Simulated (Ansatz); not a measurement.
Process, species as SMILES: C=O (CH2-O) → CH2O+ (doublet, bonded as C=O) + e-
B3LYP-D3(BJ)/def2-TZVP geometries, fixed; electronic energies without zero-point terms.
Largest species:
```xyz
4

O     -0.0009    -0.0102     0.6728
C      0.0007     0.0079    -0.5259
H     -0.0027     0.9554    -1.0993
H      0.0057    -0.9218    -1.1276
```
Charge 0, spin multiplicity 1.

Basis-set convergence of the adiabatic ionisation energy at MP2 with Ansatz (an electronic-structure program). Cartesian d functions, on some or all atoms, in 6-31G*, 6-31+G*; all else is spherical. Cores are frozen. Open shells are unrestricted. No added dispersion term, no relativity. Functions are those of the species that has most. Reference: Hartree-Fock in cc-pVQZ plus the correlation part extrapolated as X^-3 from cc-pVTZ and cc-pVQZ, 11.422 eV, itself unsure by roughly 0.034 eV (a third of the extrapolation step and of the last Hartree-Fock step). Deviations are taken from unrounded values.

```csv
basis,functions,adiabatic ionisation energy (eV),minus reference (eV)
def2-SV(P),32,10.889,-0.533
6-31G*,34,10.848,-0.574
cc-pVDZ,38,10.831,-0.592
def2-SVP,38,10.944,-0.479
pcseg-1,38,11.020,-0.402
6-31+G*,42,11.023,-0.399
6-311+G**,56,11.082,-0.340
aug-pcseg-1,64,11.131,-0.291
"6-311++G(2d,2p)",74,11.202,-0.221
def2-TZVP,74,11.224,-0.199
cc-pVTZ,88,11.212,-0.210
def2-TZVPP,90,11.253,-0.169
def2-TZVPD,95,11.264,-0.158
jun-cc-pV(T+d)Z,106,11.291,-0.131
"6-311++G(3df,3pd)",114,11.296,-0.126
aug-cc-pVTZ,138,11.321,-0.101
aug-pcseg-2,138,11.306,-0.117
def2-QZVPP,174,11.355,-0.067
```
